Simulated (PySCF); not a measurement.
Compound: C₃H₅FO₂.
SMILES: `F[C@@H]1COCO1`

The closed-shell ground state was solved at several levels (PySCF, density fitting, gas phase, non-relativistic). The structure is a single PBE0-D3(BJ)/def2-SVP conformer in the gas phase; no vibrational or solvent corrections.

```json
{"level": "OPBE/pcSseg-2", "basis functions": "286", "HOMO (eV)": "-6.42", "LUMO (eV)": "0.01", "gap (eV)": "6.43", "dipole (D)": "0.96"}
{"level": "PBE0/aug-cc-pVDZ", "basis functions": "183", "HOMO (eV)": "-8.04", "LUMO (eV)": "-0.04", "gap (eV)": "8.00", "dipole (D)": "1.02"}
{"level": "PBE0/6-31G", "basis functions": "64", "HOMO (eV)": "-7.91", "LUMO (eV)": "2.48", "gap (eV)": "10.39", "dipole (D)": "1.11"}
{"level": "PBE0/6-31G*", "basis functions": "94", "HOMO (eV)": "-7.76", "LUMO (eV)": "2.75", "gap (eV)": "10.51", "dipole (D)": "0.89"}
{"level": "B97-2/pcSseg-2", "basis functions": "286", "HOMO (eV)": "-7.81", "LUMO (eV)": "0.70", "gap (eV)": "8.51", "dipole (D)": "1.03"}
{"level": "PBE0/6-311+G(2d,p)", "basis functions": "192", "HOMO (eV)": "-8.08", "LUMO (eV)": "0.37", "gap (eV)": "8.45", "dipole (D)": "1.04"}
{"level": "BLYP/pcSseg-2", "basis functions": "286", "HOMO (eV)": "-6.42", "LUMO (eV)": "-0.08", "gap (eV)": "6.34", "dipole (D)": "1.01"}
```

**Question.** Estimate the row for HF/pcSseg-2, a basis of 286 functions; the other rows only guide the guess.

**Answer.** HOMO -12.14 eV, LUMO 2.72 eV, gap 14.86 eV, dipole 1.13 D.

**Question.** Over all these levels, which gives the widest orbital gap and which the narrowest?

**Answer.** HF/pcSseg-2 (Hartree–Fock, all exact exchange) has the widest, 14.86 eV, and BLYP/pcSseg-2 (GGA) the narrowest, 6.34 eV. The two share the basis. From the narrowest to the widest the HOMO moves by -5.72 eV and the LUMO by +2.80 eV.

**Question.** How much does the basis alone move the frontier levels among the 4 PBE0 rows?

**Answer.** The HOMO by 0.32 eV and the LUMO by 2.79 eV. By rising basis size (HOMO, LUMO in eV): 6-31G -7.91, 2.48; 6-31G* -7.76, 2.75; aug-cc-pVDZ -8.04, -0.04; 6-311+G(2d,p) -8.08, 0.37.

**Question.** In the pcSseg-2 basis, how does the gap go with the fixed share of exact exchange?

**Answer.** BLYP (0 %) 6.34 eV; OPBE (0 %) 6.43 eV; B97-2 (21 %) 8.51 eV; HF (100 %) 14.86 eV. Each rise in the share widens the gap here.

**Question.** How far do the dipole and the HOMO energy spread over the levels?

**Answer.** The dipole runs from 0.89 to 1.13 D (mean 1.02 D) and the HOMO from -12.14 to -6.42 eV.
